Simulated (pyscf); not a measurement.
Structures and frequencies: ωB97X-D3(BJ)/def2-SVP in PySCF.

Problem. `[O]=[SiH2]` + `[OH2]` → `[O]=[SiH][OH]` + `[H][H]`
Surface: singlet. Broken: H–Si, H–O. Formed: O–Si, H–H. Give ΔE‡ and ΔE from HF/def2-TZVP, relative to the separated reactants.

Solution. ΔE‡ = 19.4 kcal/mol, ΔE = -27.6 kcal/mol. ωB97M-D3(BJ)/def2-TZVP gives 5.1 kcal/mol and -29.3 kcal/mol. Zero-point energy shifts the barrier by +0.7 kcal/mol. It is a four-centre exchange, with an imaginary mode of 1478i cm⁻¹. On the reactant side the descent ends in an adduct with a O–Si contact, 22.0 kcal/mol under the separated species and 26.7 kcal/mol under the saddle at ωB97X-D3(BJ)/def2-TZVP. What is counted as formed (O–Si) is already present as a longer contact in the reactant adduct; forming that adduct is a step of its own. At the saddle there is also a short H–Si contact that neither side keeps. The same reactants have a lower exit, to HO–SiH₂–OH (barrier -19.1 kcal/mol at ωB97M-D3(BJ)/def2-TZVP, against +5.1 kcal/mol here). O=SiH–OH lies 9.8 kcal/mol over its isomer HO–Si:–OH [singlet] (electronic energy, ωB97M-D3(BJ)/def2-TZVP). One saddle was located; it need not be the lowest between these sides.
